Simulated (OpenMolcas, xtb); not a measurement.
## A ladder of methods for CH2BN (SMILES BC#N)

CH2BN: 5 atoms, total charge 0, spin state singlet. SMILES: `BC#N`. Geometry: relaxed at PBE0-D4/def2-TZVP.

| atom | x (Å) | y (Å) | z (Å) |
| --- | --- | --- | --- |
| B | -0.2192 | 0.4413 | -0.3419 |
| C | 0.3527 | -0.6967 | 0.4907 |
| N | 0.7865 | -1.5596 | 1.1222 |
| H | -0.7443 | 0.1874 | -1.3776 |
| H | -0.1259 | 1.5540 | 0.0653 |

Quantity: the dipole moment, in D. The values are calculated.

```tsv
level	kind	program	value (D)	CPU time
GFN1-xTB	semi-empirical	xtb	2.69	under 2 s
HF/def2-TZVP	Hartree–Fock	OpenMolcas	3.07	21 s
SVWN5/def2-TZVP	LDA	OpenMolcas	2.64	37 s
BLYP/def2-TZVP	GGA	OpenMolcas	2.57	48 s
PBE/def2-TZVP	GGA	OpenMolcas	2.56	39 s
M06-L/def2-TZVP	meta-GGA	OpenMolcas	2.57	50 s
M06-2X/def2-TZVP	hybrid meta-GGA	OpenMolcas	2.85	38 s
```

The values span 2.56 to 3.07 D. Magnitudes only. Times are those of the runs behind each value, whatever else they computed, on shared processors of several kinds: orders of magnitude only.
